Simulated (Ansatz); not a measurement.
# O₂+ (doublet): small, medium and large basis sets

One table from this session's results is given with a row withheld; the runs are named, their logs left out.

Computed with Ansatz 0.2.0, Gaussian basis. Level: one geometry, several basis sets.

Levels to be run: PBE0-D4/def2-SVP; ωB97M-V/def2-SVP; PBE0-D4/def2-QZVPP; ωB97M-V/def2-QZVPP; CCSD(T)/cc-pV(D+d)Z; CCSD(T)/cc-pV(T+d)Z; CCSD(T)/cc-pV(Q+d)Z; the functionals' def2-TZVPP values are taken from earlier runs.

## Structure used throughout

An earlier PBE0-D4 in a triple-zeta def2 set relaxation fixed the geometry.

SMILES `O=[O+]`, 2 atoms, charge 1, spin multiplicity 2.

Atoms are counted from 1 here; the program's logs count them from 0.

Bond lengths: O1–O2 1.098 Å.

Coordinates:

| atom | x (Å) | y (Å) | z (Å) |
| --- | --- | --- | --- |
| O1 | 0.4692 | -0.1518 | 0.2417 |
| O2 | -0.4692 | 0.1518 | -0.2417 |

The first run:

The input, in.yaml:

```yaml
crystal:
  periodic: [false, false, false]
  atoms:
    - {symbol: O, position_ang: [0.469163, -0.151771, 0.241651]}
    - {symbol: O, position_ang: [-0.469163, 0.151771, -0.241651]}
basis:
  gaussian: {orbitals: def2-SVP}
total_charge: 1
magnetization: {spin_polarized: true, initial_magnetization: 1}
hamiltonian: {xc: pbe0, dispersion: d4}
output: {orbitals: {seedname: orbitals}}
```

Command:

```bash
> ansatz run in.yaml --threads 2 --pin off --events-out ev --progress --plain --max-ram 32768MiB --backend cpu
```

Steps of the session up to this table: PBE0-D4 in def2-SVP; ωB97M-V in def2-SVP; PBE0-D4 in def2-QZVPP; ωB97M-V in def2-QZVPP.

One of the session's tables, all rows but one given; the rest of the session is left out.

It belongs to the step «Functionals by basis». 

```
functional       basis  HOMO (eV)  LUMO (eV)
   PBE0-D4    def2-SVP          ?          ?
   PBE0-D4  def2-TZVPP     -20.23     -16.03
   PBE0-D4  def2-QZVPP     -20.23     -16.01
   ωB97M-V    def2-SVP     -22.77     -13.52
   ωB97M-V  def2-TZVPP     -22.54     -13.26
   ωB97M-V  def2-QZVPP     -22.53     -13.23
```

Estimate the missing values for PBE0-D4, def2-SVP.

As computed: HOMO (eV): -20.48; LUMO (eV): -16.32. In the column «HOMO (eV)» it lies between ωB97M-V, def2-QZVPP (-22.53) and PBE0-D4, def2-TZVPP (-20.23).
